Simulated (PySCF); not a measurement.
Geometry:
```csv
atom,x (Å),y (Å),z (Å)
B1,-0.991,0.118,0.069
C2,0.586,-0.009,0.046
C3,1.809,-0.108,0.029
H4,-1.485,-0.512,-0.886
H5,-1.443,-0.346,1.133
H6,-1.325,1.315,-0.022
H7,2.879,-0.194,0.013
```

Total charge -1.

Geometry: PBE0-D3(BJ)/def2-SVP; GIAO absolute shieldings from PySCF 2.14.0 with density-fitted response routines, gas phase, non-relativistic, averaged over equivalent atoms.

At PBE0/pcSseg-1 (71 basis functions, 2.7 s wall time on 1 thread of an Arm Neoverse V1, shared host):
```
   atoms  σ (ppm)
      B1    148.6
      C2     61.4
      C3    114.3
H4/H5/H6    30.51
      H7    30.60
```

Question: What do these become at mPW1PW91/pcSseg-2?

Answer: 
```json
{"atoms": "B1", "σ at mPW1PW91/pcSseg-2": "146.7", "change": "-1.9"}
{"atoms": "C2", "σ at mPW1PW91/pcSseg-2": "55.3", "change": "-6.1"}
{"atoms": "C3", "σ at mPW1PW91/pcSseg-2": "113.5", "change": "-0.8"}
{"atoms": "H4/H5/H6", "σ at mPW1PW91/pcSseg-2": "30.48", "change": "-0.03"}
{"atoms": "H7", "σ at mPW1PW91/pcSseg-2": "30.69", "change": "+0.09"}
```

The largest change is at C2 (alkyne carbon). Cost: 164 basis functions, 5.6 s wall time on 1 thread of an Arm Neoverse V1, shared host.

A carbon bonded to boron is broadened by the quadrupolar boron nucleus and is often missing from a measured spectrum.
